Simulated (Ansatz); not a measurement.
# How far each method lies from UCCSDT(Q) for B–CH₂⁺, triplet

Geometry: that of the B–CH2, doublet, kept fixed.

```yaml
atoms:
  - { symbol: B, position_ang: [0.0000, 0.0000, 0.8265] }
  - { symbol: C, position_ang: [0.0000, 0.0000, -0.5553] }
  - { symbol: H, position_ang: [0.0000, -0.9252, -1.1237] }
  - { symbol: H, position_ang: [0.0000, 0.9252, -1.1237] }
```

Basis cc-pVTZ; Ansatz 0.2.0. Only valence electrons are correlated (noble-gas cores frozen), which leaves 8 electrons in 86 orbitals. R marks a restricted (for open shells ROHF) determinant, U an unrestricted one. Active spaces: valence = (8e, 10o) chosen from the atoms' valence shells.

Full CI isn't at hand for all of this; UCCSDT(Q) serves as the reference, and is uncertain by about the last step of the cluster series. The frozen core follows each run's orbitals, which can shift R against U totals by a few meV.

- UHF ⟨S²⟩: 2.006
- T1 diagnostic (RCCSD): 0.0190
- largest doubles amplitude (RCCSD): 0.034
- T1 diagnostic (UCCSD): 0.0149

| level | E − E(RHF) (eV) |
| --- | --- |
| UHF | -0.0760 |
| RMP2 | -4.7743 |
| UMP2 | -4.7737 |
| RCCSD | -5.4041 |
| UCCSD | -5.4063 |
| RCCSD(T) | -5.5885 |
| UCCSD(T) | -5.5893 |

Problem. Estimate how far UCCSDT(Q) in cc-pVTZ lies from RCCSD(T). The table doesn't fix it; the size of (T) and the diagnostics are the guide.

Solution. UCCSDT(Q) in cc-pVTZ lies 0.69 kcal/mol below RCCSD(T), which is 16 % of the (T) step (-4.25 kcal/mol). The diagnostics are small and one determinant leads, so the series closes fast and only a small part of (T) is left.

The other levels:

```csv
level,E − E(UCCSDT(Q)) (kcal/mol),share of correlation (%),wall time
BCCD(T),0.68,99.48,2.3 s (H100)
RCCSDT,0.18,99.86,–
UCCSDT,0.16,99.88,–
RCCSDT(Q),0.03,99.98,7 s (H100)
CASSCF (valence space),75.40,41.81,–
NEVPT2 (valence space),14.79,88.59,3.7 s (H100)
MRCISD (valence space),3.61,97.21,–
MRCISD+Q (valence space),0.81,99.38,5.5 s (H100)
```

The correlation energy at UCCSDT(Q), counted from RHF, is -5.619 eV. That run took 6 s on 2 threads of AMD EPYC 7R13 with a shared H100 80 GB, shared host.

Times hold each run's SCF and search for its determinant on a shared host, so for small cases they say little of a method's own cost.

Natural occupations of CASSCF (valence space) about the gap: 1.982 1.970 1.970 0.999 0.990 0.021 0.021 0.019 0.015 0.014; effectively unpaired electrons, Σ n²(2−n)², 2.01.
